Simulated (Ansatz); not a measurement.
Process, species as SMILES: C(#C)C → C1C=C1
B3LYP-D3(BJ)/def2-TZVP geometries, fixed; electronic energies without zero-point terms.

Basis-set convergence of the isomerisation energy at PBE with Ansatz (a quantum-chemistry and plane-wave program). Cartesian d functions, on some or all atoms, in 6-31+G*; all else is spherical. The program fits the integrals of some runs and decomposes those of others, by size. No added dispersion term, no relativity. Functions are those of the species that has most. Reference: the value in def2-QZVPPD, 19.32 kcal/mol, itself unsure by roughly 0.05 kcal/mol (its mean distance from pcseg-3, def2-QZVPP, cc-pVQZ). Deviations are taken from unrounded values.

```json
[
 {"basis": "def2-SV(P)", "functions": "50", "isomerisation energy (kcal/mol)": "16.12", "minus reference (kcal/mol)": "-3.19"},
 {"basis": "pcseg-1", "functions": "62", "isomerisation energy (kcal/mol)": "18.30", "minus reference (kcal/mol)": "-1.02"},
 {"basis": "6-31+G*", "functions": "65", "isomerisation energy (kcal/mol)": "18.20", "minus reference (kcal/mol)": "-1.12"},
 {"basis": "def2-SVPD", "functions": "92", "isomerisation energy (kcal/mol)": "16.64", "minus reference (kcal/mol)": "-2.68"},
 {"basis": "def2-TZVP", "functions": "117", "isomerisation energy (kcal/mol)": "19.22", "minus reference (kcal/mol)": "-0.10"},
 {"basis": "pcseg-2", "functions": "146", "isomerisation energy (kcal/mol)": "19.29", "minus reference (kcal/mol)": "-0.03"},
 {"basis": "def2-TZVPD", "functions": "147", "isomerisation energy (kcal/mol)": "19.21", "minus reference (kcal/mol)": "-0.11"},
 {"basis": "def2-TZVPP", "functions": "149", "isomerisation energy (kcal/mol)": "19.21", "minus reference (kcal/mol)": "-0.11"},
 {"basis": "def2-TZVPPD", "functions": "179", "isomerisation energy (kcal/mol)": "19.24", "minus reference (kcal/mol)": "-0.08"},
 {"basis": "6-311++G(3df,3pd)", "functions": "189", "isomerisation energy (kcal/mol)": "19.09", "minus reference (kcal/mol)": "-0.23"},
 {"basis": "aug-pcseg-2", "functions": "230", "isomerisation energy (kcal/mol)": "19.33", "minus reference (kcal/mol)": "0.01"},
 {"basis": "cc-pVQZ", "functions": "285", "isomerisation energy (kcal/mol)": "19.22", "minus reference (kcal/mol)": "-0.10"},
 {"basis": "def2-QZVPPD", "functions": "321", "isomerisation energy (kcal/mol)": "19.32", "minus reference (kcal/mol)": "0.00"}
]
```
